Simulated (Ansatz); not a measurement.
System: diamond-structure Si. Method: HSE06 in Ansatz (PAW).

Numerical settings: plane-wave cutoff 500 eV, 8×8×8 k mesh, gaussian smearing 0.02 eV, scalar-relativistic PAW data made under PBE.

Cell (relaxed at this level):

```cif
data_Si2
_chemical_formula_sum 'Si2'
_space_group_name_H-M_alt 'P 1'
_space_group_IT_number 1
_cell_length_a 3.84636
_cell_length_b 3.84636
_cell_length_c 3.84636
_cell_angle_alpha 60.000
_cell_angle_beta 60.000
_cell_angle_gamma 60.000
loop_
_space_group_symop_operation_xyz
  'x, y, z'
loop_
_atom_site_label
_atom_site_type_symbol
_atom_site_fract_x
_atom_site_fract_y
_atom_site_fract_z
_atom_site_occupancy
Si1 Si 0.25000 0.25000 0.25000 1
Si2 Si 0.00000 0.00000 0.00000 1
```

**Question.** What does this level give for the band gap?

**Answer.** 
- band gap: 1.18 eV (on the SCF k mesh)

Measured, for comparison: band gap 1.23 eV (zero-point renormalisation of 0.06 eV added back here (the table's ZPR column); inputs from Chen et al. (2018), doi:10.1103/physrevmaterials.2.073803). Computed (rounded) less measured: band gap -0.05 eV.

Computed values are for the static lattice.

Cost on a shared machine: around 2.6 core-minutes (rough).

Ansatz is an electronic-structure program.
